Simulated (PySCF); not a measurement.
**SiO⁺: energy against distance**

Set-up: basis Si def2-TZVPPD, O def2-TZVPPD; no relativity; PySCF 2.14. Energies in eV from Si⁺ + O in their ground configurations at the same level. State: ²Σ⁺ (doublet), unpaired electrons σ ↑.

All columns are HSE06. A positive dipole points towards O; it is taken about the centre of mass and depends on that origin.

| R (Å) | E (eV) | μ (D) | Mulliken charge on Si (basis-dependent) | HOMO (eV) | LUMO (eV) | Mayer bond order | ⟨S²⟩ |
| --- | --- | --- | --- | --- | --- | --- | --- |
| 1.308 | -2.947 | -4.32 | 1.08 | -17.80 | -14.44 | 2.49 | 0.76 |
| 1.369 | -3.930 | -4.37 | 1.02 | -17.84 | -14.47 | 2.44 | 0.76 |
| 1.430 | -4.461 | -4.39 | 1.00 | -17.87 | -14.47 | 2.36 | 0.76 |
| 1.475 | -4.644 | -4.40 | 1.00 | -17.63 | -14.44 | 2.28 | 0.76 |
| 1.521 | -4.692 | -4.41 | 1.01 | -17.38 | -14.39 | 2.19 | 0.76 |
| 1.567 | -4.637 | -4.43 | 1.02 | -17.15 | -14.32 | 2.09 | 0.76 |
| 1.627 | -4.452 | -4.48 | 1.05 | -16.84 | -14.20 | 1.96 | 0.77 |
| 1.704 | -4.102 | -4.59 | 1.08 | -16.45 | -14.01 | 1.81 | 0.77 |
| 1.795 | -3.586 | -4.79 | 1.13 | -15.99 | -13.75 | 1.66 | 0.78 |
| 1.917 | -2.838 | -5.13 | 1.17 | -15.38 | -13.40 | 1.51 | 0.79 |

A fit through these points gives, at Re = 1.517 Å, μ = -4.41 D and dμ/dR = -0.315 D/Å; the reduced mass is 10.18 u.

Problem. How strong is the fundamental in the double-harmonic approximation, I = 42.26·(dμ/dR)²/μred km/mol?

Solution. I = 42.26·(-0.315)²/10.18 = 0.412 km/mol at HSE06.

For an ion De counts to the pair picked by the measured ionisation energies or electron affinities, which need not be the lowest pair at this level. The state was picked by a PBE0 search and need not be the measured ground state.
